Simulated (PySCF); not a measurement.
Compound: CH3CH2CF(CH3)2, C₅H₁₁F.
Z-matrix (Å and degrees, GFN2-xTB geometry), rows numbered from 1:
```
C 
C   1  1.5251
C   2  1.5337  1  113.79
C   3  1.5246  2  113.27  1    55.70
C   3  1.5264  2  110.79  1  -178.57
F   3  1.3998  2  107.24  1   -62.28
H   1  1.0869  2  111.28  3   -68.84
H   1  1.0875  2  109.89  3   171.33
H   1  1.0874  2  110.06  3    51.99
H   2  1.0923  1  108.83  3  -119.86
H   2  1.0912  1  110.18  3   121.84
H   4  1.0862  3  110.28  2   -65.55
H   4  1.0874  3  109.85  2   175.27
H   4  1.0860  3  110.06  2    55.12
H   5  1.0861  3  110.06  2   -65.80
H   5  1.0874  3  110.19  2    54.62
H   5  1.0874  3  109.90  2   174.06
```

Method used: PBE0/pcSseg-1 in PySCF (dipole) on a GFN2-xTB geometry, gas phase.

Masses are those of the commonest isotopes; rigid-rotor values at the optimised geometry. The values belong to one conformer with, in the numbering `[CH3:1][CH2:2][C:3]([CH3:4])([CH3:5])[F:6]`, C1–C2–C3–C4 56°.

What are A, B and C (MHz)?

Ia = 110.40, Ib = 192.75, Ic = 197.78 u·Å²; 505379 MHz·u·Å²/I gives A = 4578, B = 2622, C = 2555 MHz.

Classify the top.

A near-prolate asymmetric top; Ray's κ = -0.934.

Is it planar, by Δ = Ic − Ia − Ib?

Not planar: Δ = Ic − Ia − Ib = -105.37 u·Å². For a rigid frame Δ = −2 Σ m c², so Σ m c² = 52.69 u·Å² lies off the ab plane: 9.36 from hydrogen and 43.33 from heavier atoms. The atom farthest from that plane is 1.62 Å away.

Give the coordinates in the principal-axis frame, origin at the centre of mass.

The sense of each axis is arbitrary; atoms in the order of the calculation.
```tsv
atom	mass (u)	a (Å)	b (Å)	c (Å)
C1	12.000	2.156	-0.011	-0.028
C2	12.000	0.885	-0.719	-0.486
C3	12.000	-0.406	-0.001	-0.072
C4	12.000	-0.467	1.448	-0.543
C5	12.000	-1.633	-0.783	-0.533
F6	18.998	-0.439	0.019	1.328
H7	1.008	2.299	0.927	-0.559
H8	1.008	3.020	-0.643	-0.217
H9	1.008	2.106	0.193	1.039
H10	1.008	0.860	-1.718	-0.046
H11	1.008	0.884	-0.826	-1.571
H12	1.008	0.301	2.037	-0.052
H13	1.008	-1.435	1.876	-0.294
H14	1.008	-0.323	1.496	-1.619
H15	1.008	-1.680	-0.797	-1.618
H16	1.008	-1.585	-1.806	-0.165
H17	1.008	-2.536	-0.319	-0.143
```

List the rotational levels J(Ka,Kc) to J = 3 (K).

Above 0(0,0), as E/k:
J = 1: 1(0,1) 0.248, 1(1,1) 0.342, 1(1,0) 0.346
J = 2: 2(0,2) 0.745, 2(1,2) 0.836, 2(1,1) 0.846, 2(2,1) 1.127, 2(2,0) 1.127
J = 3: 3(0,3) 1.490, 3(1,3) 1.577, 3(1,2) 1.596, 3(2,2) 1.873, 3(2,1) 1.873, 3(3,1) 2.350, 3(3,0) 2.350
Those of J = 1 are B + C, A + C and A + B.

Predict some low-J microwave lines.

The dipole components are |μa| = 0.09 D, |μb| = 0.03 D, |μc| = 1.81 D. The squared components, which scale the intensities, stand as 0.00 : 0.00 : 1.00 (a : b : c). Some lines, for components of 0.1 D or more:

```json
{"type": "c", "branch": "Q", "J(Ka,Kc)": "4(1,4) ← 4(0,4)", "MHz": "1676", "lower level (cm⁻¹)": "1.726"}
{"type": "c", "branch": "Q", "J(Ka,Kc)": "3(2,2) ← 3(1,2)", "MHz": "5768", "lower level (cm⁻¹)": "1.109"}
{"type": "c", "branch": "Q", "J(Ka,Kc)": "2(2,1) ← 2(1,1)", "MHz": "5867", "lower level (cm⁻¹)": "0.588"}
{"type": "c", "branch": "R", "J(Ka,Kc)": "1(1,0) ← 0(0,0)", "MHz": "7199", "lower level (cm⁻¹)": "0.000"}
{"type": "c", "branch": "Q", "J(Ka,Kc)": "4(3,2) ← 4(2,2)", "MHz": "9925", "lower level (cm⁻¹)": "1.993"}
{"type": "c", "branch": "R", "J(Ka,Kc)": "2(1,1) ← 1(0,1)", "MHz": "12443", "lower level (cm⁻¹)": "0.173"}
{"type": "c", "branch": "R", "J(Ka,Kc)": "2(2,0) ← 1(1,0)", "MHz": "16290", "lower level (cm⁻¹)": "0.240"}
{"type": "c", "branch": "R", "J(Ka,Kc)": "2(2,1) ← 1(1,1)", "MHz": "16355", "lower level (cm⁻¹)": "0.238"}
{"type": "c", "branch": "R", "J(Ka,Kc)": "3(1,2) ← 2(0,2)", "MHz": "17721", "lower level (cm⁻¹)": "0.518"}
{"type": "c", "branch": "R", "J(Ka,Kc)": "3(2,1) ← 2(1,1)", "MHz": "21407", "lower level (cm⁻¹)": "0.588"}
{"type": "c", "branch": "R", "J(Ka,Kc)": "4(1,3) ← 3(0,3)", "MHz": "23035", "lower level (cm⁻¹)": "1.036"}
{"type": "c", "branch": "R", "J(Ka,Kc)": "4(2,2) ← 3(1,2)", "MHz": "26500", "lower level (cm⁻¹)": "1.109"}
{"type": "c", "branch": "R", "J(Ka,Kc)": "4(2,3) ← 3(1,3)", "MHz": "26875", "lower level (cm⁻¹)": "1.096"}
{"type": "c", "branch": "R", "J(Ka,Kc)": "4(3,1) ← 3(2,1)", "MHz": "30650", "lower level (cm⁻¹)": "1.302"}
{"type": "c", "branch": "R", "J(Ka,Kc)": "4(4,0) ← 3(3,0)", "MHz": "34632", "lower level (cm⁻¹)": "1.633"}
{"type": "c", "branch": "R", "J(Ka,Kc)": "4(4,1) ← 3(3,1)", "MHz": "34632", "lower level (cm⁻¹)": "1.633"}
```

GFN2-xTB frequencies: not computed here. Zero-point vibration and centrifugal distortion are left out. A rigid rotor knows nothing of internal rotation, which can split or shift real lines.

Time: 17 s. Hardware: an x86-64 server with one thread, shared host. This is the PBE0/pcSseg-1 job that gave the dipole, with the shieldings it also computed.
